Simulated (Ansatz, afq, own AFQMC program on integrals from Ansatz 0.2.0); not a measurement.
## CH⁺, triplet in cc-pVQZ, levels against full CI

```xyz
2

C     0.0000    0.0000    0.0000
H     0.0000    0.0000    1.1225
```

Basis cc-pVQZ. Noble-gas cores (and the filled d shells of Ga–Kr and In–Xe) are frozen. Integrals, coupled cluster, full CI and functionals: Ansatz 0.2.0; the random walks run on the same integrals in our own AFQMC program. The CISD trial takes its coefficients from CCSD amplitudes. Released means that phaseless walkers are propagated on without the constraint, phases kept. ± is one standard error of the sampling.

Determinant: UHF, the one that the program's search chose, which needn't be the lowest solution. The geometry is a PBE0/def2-TZVP stationary point of this or a neighbouring charge and spin state.

Full CI is exact in this basis; its frozen core comes from its own orbitals, which moves totals by up to a few meV.

Cautions: lower spins were not checked; full CI with its own frozen core.

The T1 diagnostic is 0.0187, the weight of the determinant in the CISD state is 0.962 and the ⟨S²⟩ of the determinant is 2.003. The size of the correlated space is 4 electrons in 84 orbitals.

```json
{"level": "MP2", "correlation energy (eV)": "-1.7326"}
{"level": "CCSD", "correlation energy (eV)": "-2.1523"}
{"level": "CCSD(T)", "correlation energy (eV)": "-2.1976"}
```

Problem. Estimate where phaseless AFQMC with a CISD trial lies against CCSD(T) on the same integrals.

Solution. 0.22 ± 0.05 kcal/mol below CCSD(T).

Reference: full CI, correlation energy -2.207 eV. The released energy is read at 2.40 1/Eh (meV from the phaseless value at times in 1/Eh: -0.5 ± 1.2 at 0.24, 0.0 ± 1.1 at 0.51, -1.2 ± 0.8 at 0.99, -2.4 ± 1.0 at 1.62, -0.8 ± 1.0 at 2.40).

```json
{"level": "CCSD(T)", "E − E(reference) (kcal/mol)": "0.21", "share of correlation (%)": "99.58"}
{"level": "CCSDT", "E − E(reference) (kcal/mol)": "-0.03", "share of correlation (%)": "100.06"}
{"level": "CCSDT(Q)", "E − E(reference) (kcal/mol)": "-0.04", "share of correlation (%)": "100.08"}
{"level": "ph-AFQMC/CISD", "E − E(reference) (kcal/mol)": "-0.01 ± 0.05", "share of correlation (%)": "100.01"}
{"level": "released AFQMC", "E − E(reference) (kcal/mol)": "-0.03 ± 0.02", "share of correlation (%)": "100.05"}
```

CCSDT and higher add their correlation energy to the determinant of the CCSD(T) run, since their own runs factorise the integrals more tightly (a shift of under 2 meV). A walk keeps the symmetry of its determinant, which the program's search chose and which needn't be the lowest solution, so a lower state of the same spin and another symmetry isn't excluded. Released energies are given only where the last usable release times agree within the noise; a slower fall can still hide under it.
